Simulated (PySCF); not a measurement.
**How methods differ on the electron affinity of Li**

Li⁻ [He] 2s2 (1S) → Li [He] 2s1 (2S), as a difference of total energies. All numbers are calculated (PySCF 2.14, scalar relativity by spin-free X2C-1e, in aug-cc-pCVQZ-DK). Correlated levels: valence: 1s2 frozen; valence and next inner shell: nothing frozen. The calculations carry no spin-orbit coupling.

```csv
method,electron affinity (eV),error (eV)
UHF,-0.123,-0.741
LDA,0.590,-0.028
PBE,0.511,-0.107
PBE0,0.493,-0.125
r2SCAN,0.445,-0.173
PBEsol,0.493,-0.125
wB97X-V,0.429,-0.189
B97-3,0.511,-0.107
MP2 (valence),0.366,-0.252
SCS-MP2 (valence),0.464,-0.154
MP2 (valence and next inner shell),0.369,-0.249
SCS-MP2 (valence and next inner shell),0.466,-0.152
```

Reference: 0.618 eV (measured; photodetachment measurements, as compiled on the Wikipedia data page of electron affinities).

Errors of the correlated levels include the incompleteness of this basis and the frozen core.

A negative affinity means that the anion lies above the atom at that level of theory.

In the anion the highest occupied orbital energy is positive at LDA, PBE, PBE0, r2SCAN, PBEsol, B97-3, a self-interaction effect; the basis confines that electron, and the energy difference can still be sensible.
